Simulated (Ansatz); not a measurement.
**HPSi, singlet: vertical spin and charge gaps**

Geometry (PBE0/def2-TZVP stationary point for this spin, not checked as a minimum):

```xyz
3

Si    0.0000   -0.0098    1.0767
P     0.0000   -0.0326   -0.9681
H     0.0000    1.2752   -0.2504
```

Basis 6-31G; Ansatz 0.2.0. Correlated methods freeze the noble-gas cores. R marks a restricted (for open shells ROHF) determinant. Active spaces: valence = (10e, 9o) chosen from the atoms' valence shells.

Gaps are energies of the second state less the first, at fixed atoms, for a selection of the levels run; each method lands on the state that its own search finds for that charge and spin.

Coupled cluster chose its determinant by trial CCSD, here up to 0.38 eV above the lowest Hartree–Fock solution of its kind, and MP2 stands on that determinant too.

PBE gives 2.337 eV for triplet less singlet. Estimate what full CI gives in 6-31G.

Full CI in 6-31G gives 2.319 eV, so against it PBE is off by 0.018 eV.

```csv
level,gap (eV),error (meV)
RMP2,2.407,88
RCCSD,2.322,3
RCCSD(T),2.330,11
CASSCF (valence space),2.359,40
NEVPT2 (valence space),2.336,17
MRCISD (valence space),2.325,6
PBE0,2.346,27
wB97M-V,2.683,364
B2PLYP,2.480,161
RPA-PBE,2.436,117
```

PBE gives 9.307 eV for removing an electron, to the doublet. Estimate what full CI gives in 6-31G.

Full CI in 6-31G gives 8.652 eV, so against it PBE is off by 0.655 eV.

Large singles or doubles amplitudes warn of static correlation in the HPSi⁺ doublet.

```json
{"level": "RCCSD", "gap (eV)": "8.688", "error (meV)": "36"}
{"level": "BCCD(T)", "gap (eV)": "8.668", "error (meV)": "16"}
{"level": "RCCSDT(Q)", "gap (eV)": "8.655", "error (meV)": "3"}
{"level": "RCCSDTQ", "gap (eV)": "8.653", "error (meV)": "1"}
{"level": "CASSCF (valence space)", "gap (eV)": "8.343", "error (meV)": "-309"}
{"level": "NEVPT2 (valence space)", "gap (eV)": "8.562", "error (meV)": "-90"}
{"level": "MRCISD (valence space)", "gap (eV)": "8.637", "error (meV)": "-15"}
{"level": "MRCISD+Q (valence space)", "gap (eV)": "8.652", "error (meV)": "0"}
{"level": "r2SCAN", "gap (eV)": "9.391", "error (meV)": "739"}
{"level": "PBE0", "gap (eV)": "9.416", "error (meV)": "764"}
```

In so small a basis the reference is far from its limit while semilocal and hybrid functionals are nearer theirs (RPA and double hybrids share much of the reference's basis error), so the functionals' errors here hold much of the reference's basis and frozen-core error, which can add to them or hide them.

Full CI is exact within this basis and frozen core; it isn't the basis-set limit.
